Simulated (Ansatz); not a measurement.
Energy needed to pull apart C₂H₆O (SMILES CCO), singlet, into free ground-state atoms, from the structure below (displaced at random from a GFN2-xTB minimum); no zero-point or spin–orbit terms; open-shell atoms are treated unrestricted, in their ground-state multiplicity.

C1  (-0.558, 0.613, -0.473)
C2  (0.328, -0.633, -0.041)
O3  (1.268, -0.286, 1.077)
H4  (-1.227, 0.298, -1.389)
H5  (0.098, 1.484, -0.825)
H6  (-1.248, 0.970, 0.367)
H7  (1.015, -1.008, -0.889)
H8  (-0.344, -1.482, 0.290)
H9  (0.711, 0.107, 1.833)
(Å)

Computed with Ansatz 0.2.0 (basis: def2-TZVPP); correlated methods freeze the cores.

```tsv
method	atomization energy (kJ/mol)
SPW92	3819
PBE-D4	3410
r2SCAN-D4	3340
PBE0-D4	?
wB97X-V	3338
wB97M-V	?
HF	2419
MP2	3294
CCSD	3221
CCSD(T)	3266
```

Task: What does PBE0-D4 give? (To be estimated.)

Result: Computed: 3337 kJ/mol, which is about 71 kJ/mol more than CCSD(T)/def2-TZVPP.

Task: What does wB97M-V give? (To be estimated.)

Result: Computed: 3342 kJ/mol, which is about 77 kJ/mol more than CCSD(T)/def2-TZVPP.

In triple zeta the MP2 and coupled-cluster atomization energies are still short of their basis limit by a few kcal/mol a bond, whereas those of the functionals are nearly converged, so these differences are not deviations from converged CCSD(T).

The T1 diagnostic stays at or below 0.011.

For scale, one of the runs: CCSD(T)/def2-TZVPP forces, 177 basis functions (an equivalent command: `ansatz run in.yaml --threads 4`). Hardware: 4 CPU threads, shared host. Wall time 110 s; peak host memory 3.4 GiB.
